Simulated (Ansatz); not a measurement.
Several solutions for singlet MgS

```tsv
atom	x (Å)	y (Å)	z (Å)
Mg	0.0000	0.0000	0.0000
S	0.0000	0.0000	4.9220
```

Basis set: def2-SVP (spherical functions). Charge 0, multiplicity 1.

UHF was run from several starts with Ansatz (development build ahead of 0.2.0).

| run | program | start | converged | energy (hartree) | <S²> |
| --- | --- | --- | --- | --- | --- |
| A | Ansatz | search for the lowest state | yes | -596.88222 | 1.02 |
| B | Ansatz | stability test followed | yes | -596.88222 | 1.02 |
| C | Ansatz | atomic start, no search | yes | -596.81767 | 0.00 |

(1) Which runs reached the lowest solution of this kind, and what is wrong with the others?

Answers

(1) A, B reached the lowest solution found. Converged but too high: C by 1.76 eV. Convergence only shows a stationary point, and even a stable one can lie too high; stability tests and further starts are what find lower ones. Caution: another spin multiplicity may lie lower. Caution: the unrestricted determinant is a mixture of spin states.
